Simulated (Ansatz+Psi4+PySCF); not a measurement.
Results of a calculation; reference values are marked as such.
Input for Psi4 1.11:

```
molecule {
0 1
N 0.000000 0.000000 0.677990
N 0.000000 0.000000 -0.677990
}

set basis cc-pVTZ
set reference rhf
set scf_type pk
energy('scf')
```

The input is written out from the run's settings.

Output:

```yaml
Converged: yes
Total_energy: -108.82314 hartree
Spin_squared_of_the_determinant: 0.000
Occupied_orbitals_by_symmetry_in_an_Abelian_subgroup_alpha;_beta: 3 Ag 2 B1u 1 B2u 1 B3u; 3 Ag 2 B1u 1 B2u 1 B3u
```

Caution: stretched shape with no unrestricted run beside it, a lower state can exist; unrestricted orbitals would lower the determinant.
